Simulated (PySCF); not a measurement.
How good is the calculation?

Atoms are numbered as in `[CH2:1]=[CH:2][O:3][CH:4]=[CH2:5]`; H(Xn) means a hydrogen on atom n. Ha(C1), Ha(C5) are cis to O3; Hb(C1), Hb(C5) are trans to O3.

The experiment to reproduce: δ 1H H(C2)/H(C4) 6.49 ppm (measured; solution, not stated per compound (mostly CDCl3 or CCl4); Pretsch, Buehlmann, Badertscher, Structure Determination of Organic Compounds, 4th ed. (2009)). Coupling constants: 3J(H(C2),Hb(C1)) (cis) 6.4 Hz, 3J(H(C2),Ha(C1)) (trans) 14.0 Hz, 2J(Ha(C1),Hb(C1)) -1.8 Hz.

Calculated, not measured (PySCF 2.14): PBE0/pcSseg-1 with gauge-including orbitals, J couplings at B3LYP/pcJ-1 (without the spin–dipole term), PBE0-D3(BJ)/def2-SVP structure. Averaged over atoms made equivalent by symmetry, fast rotation or ring inversion, no solvent model, non-relativistic Hamiltonian, one computed conformer.

What does the calculation give, and how does it compare?

Answers


Reference values: measured (solution, not stated per compound (mostly CDCl3 or CCl4); Pretsch, Buehlmann, Badertscher, Structure Determination of Organic Compounds, 4th ed. (2009)).
```csv
atoms,quantity,reference,computed,"computed, scaled"
H(C2)/H(C4),δ 1H,6.49,6.22,6.12
```

Computed shifts are σ(ref) − σ with the named reference compound (TMS for H and C) calculated as an isolated molecule at the same level. The measured values may be among those fitted. Empirical linear scaling, fitted to shifts measured mostly in CDCl3 for H and C (δ vs TMS): 1H (scatter 0.21 ppm rms). Occasional misses reach two or three times the rms, and more in compound classes unlike the fitted ones.

Coupling constants in Hz:
| coupling | reference | computed | source |
| --- | --- | --- | --- |
| 3J(H(C2),Hb(C1)) cis | 6.4 | 7.3 | measured; solution (compiled); Pretsch, Buehlmann, Badertscher, Structure Determination of Organic Compounds, 4th ed., Springer 2009 |
| 3J(H(C2),Ha(C1)) trans | 14.0 | 14.7 | measured; solution (compiled); Pretsch, Buehlmann, Badertscher, Structure Determination of Organic Compounds, 4th ed., Springer 2009 |
| 2J(Ha(C1),Hb(C1)) | -1.8 | -1.1 | measured; solution (compiled); Pretsch, Buehlmann, Badertscher, Structure Determination of Organic Compounds, 4th ed., Springer 2009 |

4 of the 6 published NMR values on file for this molecule are compared.

Unscaled 3J(H,H) at this level run about 9 % above measured values.
